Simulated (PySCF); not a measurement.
# Electronic absorption of cyclopropyl isocyanate

Cyclopropyl isocyanate, C₄H₅NO.
Atom-mapped SMILES: `[O:1]=[C:2]=[N:3][CH:4]1[CH2:5][CH2:6]1` (hydrogens: H7 on C4; H8, H9 on C5; H10, H11 on C6)

Computed with PySCF 2.14.0, density-fitted response routines, TDDFT wB97X-D/def2-SVPD, vertical, gas phase, core orbitals frozen in the response. Geometry: PBE0-D3(BJ)/def2-SVP, one conformer, isolated molecule. Torsions of this conformer, `[O:1]=[C:2]=[N:3][CH:4]1[CH2:5][CH2:6]1`: C2–N3–C4–C5 -34°.

What does the calculation give for the low-lying excited states?

```csv
state,E (eV),E (kJ/mol),λ (nm),f,|μ| (D),"main configurations (H = HOMO, L = LUMO)"
S1,6.30,608,196.7,0.0006,0.16,"H→L (56%), H→L+1 (24%), H→L+4 (13%)"
S2,7.22,697,171.7,0.013,0.70,"H-1→L (38%), H→L+5 (33%), H-1→L+1 (14%)"
S3,7.41,715,167.4,0.0019,0.26,"H→L (38%), H→L+1 (31%), H→L+4 (21%)"
S4,7.91,764,156.6,0.0019,0.25,H-1→L+5 (76%)
S5,7.98,770,155.4,0.030,0.99,"H-1→L (54%), H→L+5 (16%), H-1→L+1 (11%)"
S6,8.07,778,153.7,0.0000,0.04,"H→L+2 (47%), H→L+4 (27%), H→L+1 (15%)"
S7,8.31,802,149.2,0.011,0.59,"H→L+2 (44%), H→L+4 (27%), H→L+1 (17%)"
S8,8.43,813,147.1,0.036,1.06,H→L+3 (88%)
S9,8.69,839,142.6,0.065,1.41,"H-1→L+1 (37%), H-1→L+2 (33%), H-1→L+4 (10%)"
S10,8.90,859,139.3,0.0007,0.15,"H-1→L+2 (34%), H-1→L+4 (26%), H-2→L (20%)"
```

Triplets (Tamm–Dancoff): T1 6.01 eV, H→L (48%), H→L+1 (26%), H→L+4 (18%); T2 6.24 eV, H→L+5 (31%), H-1→L (22%), H-1→L+1 (16%); T3 6.61 eV, H→L+5 (54%), H-1→L (16%), H-1→L+1 (9%); T4 7.25 eV, H→L (45%), H→L+1 (20%), H→L+4 (20%).

The lowest singlet lies at 6.30 eV (197 nm, vacuum ultraviolet) and is very weak; its leading configuration is HOMO→LUMO (56%). The most intense listed level is S9 at 8.69 eV (143 nm, f = 0.065), 2.39 eV above S1. Löwdin shares by element: HOMO nitrogen 29%, carbon 26% or more, oxygen 19% (atoms not listed hold the other 26%); LUMO carbon 48% or more, oxygen 12%, nitrogen 10% (atoms not listed hold the other 29%). Orbital energies (eV): HOMO-3 -12.33, HOMO-2 -11.86, HOMO-1 -10.11, HOMO -9.38, LUMO 2.03, LUMO+1 2.54, LUMO+2 2.89. The oscillator strengths of these states sum to 0.161; summed over the whole spectrum of an exact calculation they would give the number of electrons, 44 (Thomas–Reiche–Kuhn). Weighted by f, the mean energy of these states is 8.32 eV. All these states lie below the vertical ionisation energy of 9.75 eV (ΔSCF). Singlets were solved by full linear response, triplets in the Tamm–Dancoff approximation.

Time: 59 s wall (with the writing of density and orbital grids); peak memory 0.82 GiB. Hardware: one thread of an Arm Neoverse V2, no GPU (shared host).
